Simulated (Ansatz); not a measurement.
A structure relaxed at PBE-D4/def2-SVP in Ansatz, charge 1, doublet:

```xyz
5

S    -1.162    0.335    1.186
S     0.828    0.953    1.131
S     0.862    1.108   -0.945
S     0.444   -0.941   -1.404
S    -0.971   -1.456    0.032
```

Task: Give its formula and point group.

Result: the cluster S5⁺. Point group Cs (tolerance 0.1 Å).

Task: Summarise the bond lengths by kind (pairs closer than 1.2 times the sum of covalent radii, bridged metal pairs left out).

Result: 5 × S–S 2.08 to 2.14 Å.

The relaxation made no stability test and no search for a lower SCF solution. The structure comes from a short search, and lower isomers may exist.
